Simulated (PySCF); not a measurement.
H2O2. Atoms are numbered in the order given.

```xyz
4

O      0.1158     0.7234    -0.0576
O     -0.1158    -0.7234    -0.0576
H     -0.6597     1.0155     0.4612
H      0.6597    -1.0155     0.4612
```

Geometry: PBE-D3(BJ)/def2-TZVP.

Vertical ionisation energy (IE) and electron affinity (EA) in eV. Rows of orbital energies are one-electron estimates. Where ΔSCF, EOM or ADC give a negative EA the extra electron is unbound and the value depends on the basis.

```tsv
level	IE	EA
−ε(HOMO), −ε(LUMO), PBE0/def2-TZVPD (PySCF)	8.35	0.22
−ε(HOMO), −ε(LUMO), PBE/def2-TZVPD (PySCF)	6.46	1.58
EOM-CCSD/aug-cc-pVDZ (PySCF)	11.23	-0.83
ADC(2)/aug-cc-pVDZ (PySCF)	(withheld)	(withheld)
```

**Question.** Complete the blanks. (The exact figures need the calculation; the answer reports its results.)

**Answer.** 
- ADC(2)/aug-cc-pVDZ (PySCF), IE: 10.00
- ADC(2)/aug-cc-pVDZ (PySCF), EA: -0.83

**Question.** Give the lowest 1s main lines (those of the lightest heavy element) from CVS-ADC(2)-x/aug-cc-pVDZ (PySCF, non-relativistic), with pole strengths. (Estimate from the structure and the level; the computed values follow.)

**Answer.** 541.7 eV (1.50), 541.7 eV (1.50).

**Question.** Beyond the first one, list the lowest photoelectron lines from PySCF with ADC(2)/aug-cc-pVDZ with their pole strengths (two spins summed). (An estimate is asked for; the answer gives what the named calculation found.)

**Answer.** 11.18 eV (1.74), 13.94 eV (1.73), 16.01 eV (1.72), 17.37 eV (1.76).
